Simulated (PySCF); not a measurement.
**Reproducing measurements on cyanoacetylene**

**The experiment to reproduce.**

NIST CCCBDB Release 22 (SRD 101), experimental dipoles lists, for the gas: dipole moment (microwave Stark effect) 3.72 D.

The runs below try to reproduce these values; the comparison stands at the end.

Compound: cyanoacetylene, C₃HN.
Atom-mapped SMILES: `[CH:1]#[C:2][C:3]#[N:4]` (hydrogens: H5 on C1)

Geometry (GFN2-xTB, Å), atoms numbered from 1 in this order:
```
atom  x, y, z in Å
C1    -1.2745   -0.1733   -0.0006
C2    -0.0816   -0.0110    0.0189
C3     1.2713    0.1722    0.0438
N4     2.4085    0.3275    0.0654
H5    -2.3151   -0.3126   -0.0159
```

The PySCF runs (gas phase, on this GFN2-xTB geometry; no spin–orbit coupling):

| level | job | basis functions | wall time |
| --- | --- | --- | --- |
| CAM-B3LYP/def2-SVPD | 8 singlets by full TDDFT, 3 Tamm–Dancoff triplets, polarisability | 88 | 3.5 s |

Hardware: an Arm Neoverse V1 with one thread, no GPU, on a shared host.

## Comparison

**Dipole moment.** Measured: 3.72 D (NIST CCCBDB Release 22 (SRD 101), experimental dipoles).

```csv
level,computed (D),computed − measured (D),% (from the printed values)
CAM-B3LYP/def2-SVPD,3.90,+0.18,+5
```

The computed dipoles belong to one fixed geometry; measured ones are averaged over vibrations unless marked μe. Magnitudes are compared, not signs.

No measured geometry was used, and the causes of the misses weren't examined.
